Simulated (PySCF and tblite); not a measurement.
C4H7N, numbered as in [CH3:1][CH2:2][CH2:3][C:4]#[N:5]. The ensemble was built from 90 distance-geometry starts (ETKDG and KDG, MMFF94s, GFN2-xTB) and rests on PBE0-D3(BJ)/def2-SVP geometries. Free energies are B3LYP-D3(BJ)/def2-TZVP single points with GFN2-xTB rigid-rotor and vibrational terms (modes under about 100 cm⁻¹ blended into free rotors). Symmetry numbers and mirror images are counted. Conformers within 3 kcal/mol (GFN2-xTB free energy) were kept, 8 at most. GIAO shieldings: WP04/pcSseg-2. Shifts are against TMS (¹H), TMS (¹³C), NH3 (¹⁵N) at the same level. Programs: PySCF with density fitting and tblite.

Torsions listed: C1–C2–C3–C4. Of a mirror pair one member is shown.

| conformer | shape | point group | mirror pair | ΔE(DFT) | Δ(G−E) at 298.15 K | δ H1 (ppm) |
| --- | --- | --- | --- | --- | --- | --- |
| 1 | 62° | C1 | yes | 0.00 | 0.00 | 1.14 |
| 2 | 180° | Cs | no | 0.22 | -0.04 | 0.95 |

Energies in kcal/mol; the thermal term leaves out symmetry numbers and mirror images.

**Question.** Work out the weights at 298.15 K and the ¹H shift of H1 under fast exchange.

**Answer.** RT = 0.592 kcal/mol. Each conformer gets RT ln(σ/g), with σ the rotational symmetry number and g = 2 for a mirror pair: 1: σ = 1, g = 2, G = 0.00 + 0.00 − 0.41 = -0.41, 0.00 above the lowest, exp(−ΔG/RT) = 1.000; 2: σ = 1, g = 1, G = 0.22 − 0.04 + 0.00 = 0.18, 0.59 above the lowest, exp(−ΔG/RT) = 0.369. The sum is 1.369, so the weights are 73.0, 27.0 %. The averaged shift is 1.09 ppm. At 298.15 K the leading conformer alone gives 1.14 ppm and bare DFT energies give 1.06 ppm.


¹⁵N shifts are against a computed isolated NH3 molecule, about 20 ppm from the liquid.